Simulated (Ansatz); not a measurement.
NaCl: computed properties

Computed with DFT r2SCAN, scalar-relativistic, plane waves, PAW (Ansatz).

Plane waves to 500 eV, a k mesh through Γ of 8×8×8 on the computed 2-atom cell and Gaussian smearing (0.02 eV); no spin polarisation.

The structure is relaxed at this level of theory with its symmetry kept.

```yaml
crystal:
  lattice:
    - [0.00000, 2.80398, 2.80398]
    - [2.80398, 0.00000, 2.80398]
    - [2.80398, 2.80398, 0.00000]
  atoms:
    - { symbol: Na, position: [0.00000, 0.00000, 0.00000] }
    - { symbol: Cl, position: [0.50000, 0.50000, 0.50000] }
```

Question: Formation energy from the elements' standard states (uncorrected)?

Answer: -2.098 eV/atom.

Question: Generalised Kohn–Sham band gap?

Answer: 5.97 eV, direct at Γ.

Question: Löwdin character of the top 1 eV of the valence band?

Answer: Cl 3p 99 %.

Question: Löwdin character of the lowest 1 eV of the conduction band?

Answer: Na 3s 72 %, Cl 3s 20 %.

Question: Electron masses at the edge by Cartesian direction of the standard setting (m_e; degenerate bands sorted by energy; no spin-orbit coupling)?

Answer: x: 0.40; y: 0.40; z: 0.40.

Question: Hole masses at the edge by Cartesian direction of the standard setting (m_e; degenerate bands sorted by energy; no spin-orbit coupling)?

Answer: x: 2.7, 2.7, 0.65; y: 2.7, 2.7, 0.65; z: 2.7, 2.7, 0.65.

Question: Bulk modulus?

Answer: 27.5 GPa.

Question: Its pressure derivative?

Answer: 4.7.

Question: Bader charges (e)?

Answer: Na (1 in the cell) 0.88, Cl (1 in the cell) -0.88.

Cost: 8 runs of about 0.63 core-minutes in all, on Arm Neoverse V2 (shared hosts).